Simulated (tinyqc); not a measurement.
Worked calculation: ROHF in the sto-3g basis, for H2O, spin multiplicity 3. One step of it, computed by the program tinyqc.

Task: Iteration 2: building the Fock matrix. J_ij = sum D_kl (ij|kl) with D = D(alpha) + D(beta), K_ij = sum D_kl (ik|jl) for each spin; F = H + J - K(s); E = tr D H + tr D J / 2 - 0.5 sum_s tr D(s) K(s) + E_nn.

D(alpha) after iteration 1, lower triangle:
```
            1O 1s      1O 2s    1O 2px     1O 2py     1O 2pz     2H 1s     3H 1s
1O 1s    1.069139
1O 2s   -0.324455   1.614476
1O 2px   0.000000   0.000000  1.000000
1O 2py   0.000000   0.000000  0.000000   0.521559
1O 2pz  -0.038657   0.291163  0.000000   0.000000   1.152716
2H 1s    0.081744  -0.615700  0.000000   0.252688  -0.322937  0.805312
3H 1s    0.081744  -0.615700  0.000000  -0.252688  -0.322937  0.560465  0.805312
```

D(beta) after iteration 1, lower triangle:
```
            1O 1s      1O 2s    1O 2px     1O 2py    1O 2pz      2H 1s     3H 1s
1O 1s    1.055347
1O 2s   -0.234766   1.031248
1O 2px   0.000000   0.000000  0.000000
1O 2py   0.000000   0.000000  0.000000   0.521559
1O 2pz   0.048030  -0.272544  0.000000   0.000000  0.607875
2H 1s   -0.007839  -0.033158  0.000000   0.252688  0.240107   0.223456
3H 1s   -0.007839  -0.033158  0.000000  -0.252688  0.240107  -0.021391  0.223456
```

core Hamiltonian H = T + V (hartree), lower triangle:
```
             1O 1s      1O 2s     1O 2px     1O 2py     1O 2pz      2H 1s      3H 1s
1O 1s   -32.656295
1O 2s    -7.597509  -9.275409
1O 2px    0.000000   0.000000  -7.408916
1O 2py    0.000000   0.000000   0.000000  -7.538741
1O 2pz   -0.017489  -0.209704   0.000000   0.000000  -7.496835
2H 1s    -1.516153  -3.376269   0.000000  -1.839885  -1.579659  -4.846915
3H 1s    -1.516153  -3.376269   0.000000   1.839885  -1.579659  -1.422908  -4.846915
```

Two-electron integrals (ij|kl) in chemists' order, unique and non-zero (hartree):
```
(11|11) 4.785065    (21|11) 0.741380    (21|21) 0.136873    (22|11) 1.118947
(22|21) 0.256633    (22|22) 0.817206    (31|31) 0.024477    (32|31) 0.037809
(32|32) 0.180518    (33|11) 1.115814    (33|21) 0.256684    (33|22) 0.817023
(33|33) 0.880159    (41|41) 0.024477    (42|41) 0.037809    (42|42) 0.180518
(43|43) 0.047444    (44|11) 1.115814    (44|21) 0.256684    (44|22) 0.817023
(44|33) 0.785270    (44|44) 0.880159    (51|51) 0.024477    (52|51) 0.037809
(52|52) 0.180518    (53|53) 0.047444    (54|54) 0.047444    (55|11) 1.115814
(55|21) 0.256684    (55|22) 0.817023    (55|33) 0.785270    (55|44) 0.785270
(55|55) 0.880159    (61|11) 0.148873    (61|21) 0.027255    (61|22) 0.050780
(61|33) 0.050682    (61|41) 0.000972    (61|42) 0.001819    (61|44) 0.050862
(61|51) 0.000800    (61|52) 0.001497    (61|54) 0.000148    (61|55) 0.050804
(61|61) 0.005498    (62|11) 0.363871    (62|21) 0.084508    (62|22) 0.298151
(62|33) 0.293071    (62|41) 0.004901    (62|42) 0.037511    (62|44) 0.301987
(62|51) 0.004033    (62|52) 0.030869    (62|54) 0.007337    (62|55) 0.299109
(62|61) 0.017158    (62|62) 0.134921    (63|31) 0.008822    (63|32) 0.051431
(63|43) 0.007784    (63|53) 0.006406    (63|63) 0.019179    (64|11) 0.202903
(64|21) 0.047731    (64|22) 0.179812    (64|33) 0.171661    (64|41) 0.011246
(64|42) 0.072839    (64|44) 0.192406    (64|51) 0.001995    (64|52) 0.017618
(64|54) 0.010665    (64|55) 0.175167    (64|61) 0.010118    (64|62) 0.098840
(64|64) 0.090752    (65|11) 0.166975    (65|21) 0.039279    (65|22) 0.147972
(65|33) 0.141265    (65|41) 0.001995    (65|42) 0.017618    (65|44) 0.145525
(65|51) 0.010464    (65|52) 0.065929    (65|54) 0.011289    (65|55) 0.156962
(65|61) 0.008326    (65|62) 0.081338    (65|64) 0.058899    (65|65) 0.067649
(66|11) 0.504974    (66|21) 0.119185    (66|22) 0.482363    (66|33) 0.462887
(66|41) 0.008919    (66|42) 0.094225    (66|44) 0.497364    (66|51) 0.007339
(66|52) 0.077541    (66|54) 0.028372    (66|55) 0.486236    (66|61) 0.024413
(66|62) 0.275308    (66|64) 0.230230    (66|65) 0.189463    (66|66) 0.774606
(71|11) 0.148873    (71|21) 0.027255    (71|22) 0.050780    (71|33) 0.050682
(71|41) -0.000972   (71|42) -0.001819   (71|44) 0.050862    (71|51) 0.000800
(71|52) 0.001497    (71|54) -0.000148   (71|55) 0.050804    (71|61) 0.005416
(71|62) 0.016638    (71|64) 0.008967    (71|65) 0.008080    (71|66) 0.023425
(71|71) 0.005498    (72|11) 0.363871    (72|21) 0.084508    (72|22) 0.298151
(72|33) 0.293071    (72|41) -0.004901   (72|42) -0.037511   (72|44) 0.301987
(72|51) 0.004033    (72|52) 0.030869    (72|54) -0.007337   (72|55) 0.299109
(72|61) 0.016638    (72|62) 0.109962    (72|64) 0.055474    (72|65) 0.064506
(72|66) 0.184698    (72|71) 0.017158    (72|72) 0.134921    (73|31) 0.008822
(73|32) 0.051431    (73|43) -0.007784   (73|53) 0.006406    (73|63) 0.015135
(73|73) 0.019179    (74|11) -0.202903   (74|21) -0.047731   (74|22) -0.179812
(74|33) -0.171661   (74|41) 0.011246    (74|42) 0.072839    (74|44) -0.192406
(74|51) -0.001995   (74|52) -0.017618   (74|54) 0.010665    (74|55) -0.175167
(74|61) -0.008967   (74|62) -0.055474   (74|64) -0.013309   (74|65) -0.031819
(74|66) -0.082595   (74|71) -0.010118   (74|72) -0.098840   (74|74) 0.090752
(75|11) 0.166975    (75|21) 0.039279    (75|22) 0.147972    (75|33) 0.141265
(75|41) -0.001995   (75|42) -0.017618   (75|44) 0.145525    (75|51) 0.010464
(75|52) 0.065929    (75|54) -0.011289   (75|55) 0.156962    (75|61) 0.008080
(75|62) 0.064506    (75|64) 0.031819    (75|65) 0.052402    (75|66) 0.118707
(75|71) 0.008326    (75|72) 0.081338    (75|74) -0.058899   (75|75) 0.067649
(76|11) 0.141166    (76|21) 0.033099    (76|22) 0.126979    (76|33) 0.123919
(76|44) 0.126308    (76|51) 0.002461    (76|52) 0.022490    (76|55) 0.130573
(76|61) 0.006657    (76|62) 0.057396    (76|64) 0.036294    (76|65) 0.038894
(76|66) 0.121996    (76|71) 0.006657    (76|72) 0.057396    (76|74) -0.036294
(76|75) 0.038894    (76|76) 0.030106    (77|11) 0.504974    (77|21) 0.119185
(77|22) 0.482363    (77|33) 0.462887    (77|41) -0.008919   (77|42) -0.094225
(77|44) 0.497364    (77|51) 0.007339    (77|52) 0.077541    (77|54) -0.028372
(77|55) 0.486236    (77|61) 0.023425    (77|62) 0.184698    (77|64) 0.082595
(77|65) 0.118707    (77|66) 0.331791    (77|71) 0.024413    (77|72) 0.275308
(77|74) -0.230230   (77|75) 0.189463    (77|76) 0.121996    (77|77) 0.774606
```

nuclear repulsion = 8.66537281 hartree

Give: Coulomb J; exchange K(alpha); exchange K(beta); F(alpha); F(beta); total energy of this density.

Result:

Coulomb J (hartree), lower triangle:
```
          1O 1s   1O 2s  1O 2px   1O 2py  1O 2pz   2H 1s   3H 1s
1O 1s   17.1869
1O 2s    3.2304  8.0450
1O 2px   0.0000  0.0000  7.9674
1O 2py   0.0000  0.0000  0.0000   8.0625
1O 2pz   0.0100  0.1253  0.0000   0.0000  8.0811
2H 1s    0.6441  2.9574  0.0000   1.7885  1.5183  5.0015
3H 1s    0.6441  2.9574  0.0000  -1.7885  1.5183  1.2822  5.0015
```

exchange K(alpha) (hartree), lower triangle:
```
         1O 1s   1O 2s  1O 2px   1O 2py  1O 2pz   2H 1s   3H 1s
1O 1s   4.9177
1O 2s   0.8441  1.4139
1O 2px  0.0000  0.0000  1.1763
1O 2py  0.0000  0.0000  0.0000   0.9905
1O 2pz  0.0029  0.0461  0.0000   0.0000  1.1972
2H 1s   0.1767  0.5308  0.0000   0.3362  0.2448  0.7345
3H 1s   0.1767  0.5308  0.0000  -0.3362  0.2448  0.2590  0.7345
```

exchange K(beta) (hartree), lower triangle:
```
         1O 1s    1O 2s  1O 2px   1O 2py  1O 2pz   2H 1s   3H 1s
1O 1s   4.8663
1O 2s   0.7928   1.1515
1O 2px  0.0000   0.0000  0.2627
1O 2py  0.0000   0.0000  0.0000   0.9180
1O 2pz  0.0031  -0.0488  0.0000   0.0000  0.9351
2H 1s   0.1647   0.4689  0.0000   0.3117  0.2660  0.5415
3H 1s   0.1647   0.4689  0.0000  -0.3117  0.2660  0.1844  0.5415
```

F(alpha) (hartree), lower triangle:
```
           1O 1s    1O 2s   1O 2px   1O 2py   1O 2pz    2H 1s    3H 1s
1O 1s   -20.3870
1O 2s    -5.2112  -2.6443
1O 2px    0.0000   0.0000  -0.6178
1O 2py    0.0000   0.0000   0.0000  -0.4668
1O 2pz   -0.0104  -0.1305   0.0000   0.0000  -0.6130
2H 1s    -1.0487  -0.9496   0.0000  -0.3876  -0.3061  -0.5799
3H 1s    -1.0487  -0.9496   0.0000   0.3876  -0.3061  -0.3997  -0.5799
```

F(beta) (hartree), lower triangle:
```
           1O 1s    1O 2s  1O 2px   1O 2py   1O 2pz    2H 1s    3H 1s
1O 1s   -20.3357
1O 2s    -5.1599  -2.3819
1O 2px    0.0000   0.0000  0.2959
1O 2py    0.0000   0.0000  0.0000  -0.3942
1O 2pz   -0.0106  -0.0356  0.0000   0.0000  -0.3508
2H 1s    -1.0368  -0.8878  0.0000  -0.3631  -0.3274  -0.3869
3H 1s    -1.0368  -0.8878  0.0000   0.3631  -0.3274  -0.3250  -0.3869
```

total energy of this density = -74.626407 hartree
